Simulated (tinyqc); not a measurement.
RKS/PBE in the sto-3g basis, for H2O, spin multiplicity 1, step by step. One step of it, computed by the program tinyqc.

Question. Orthogonalisation. S = U s U^T; symmetric (Loewdin) form X = U s^(-1/2) U^T, so that X^T S X = 1.

overlap S, lower triangle:
```
           1O 1s     1O 2s    1O 2px     1O 2py    1O 2pz     2H 1s     3H 1s
1O 1s   1.000000
1O 2s   0.236704  1.000000
1O 2px  0.000000  0.000000  1.000000
1O 2py  0.000000  0.000000  0.000000   1.000000
1O 2pz  0.000000  0.000000  0.000000   0.000000  1.000000
2H 1s   0.054849  0.479250  0.000000   0.339387  0.203632  1.000000
3H 1s   0.060401  0.506517  0.000000  -0.351084  0.210650  0.223677  1.000000
```

Give: eigenvalues of S; X.

Answer.

eigenvalues of S: 0.324  0.391  0.898  1.000  1.076  1.389  1.923

X, lower triangle:
```
         1O 1s   1O 2s  1O 2px  1O 2py  1O 2pz   2H 1s  3H 1s
1O 1s    1.024
1O 2s   -0.145   1.275
1O 2px   0.000   0.000   1.000
1O 2py   0.001  -0.013   0.000   1.143
1O 2pz  -0.009   0.104   0.000  -0.004   1.043
2H 1s    0.022  -0.302   0.000  -0.253  -0.126   1.214
3H 1s    0.023  -0.336   0.000   0.270  -0.137  -0.083  1.245
```
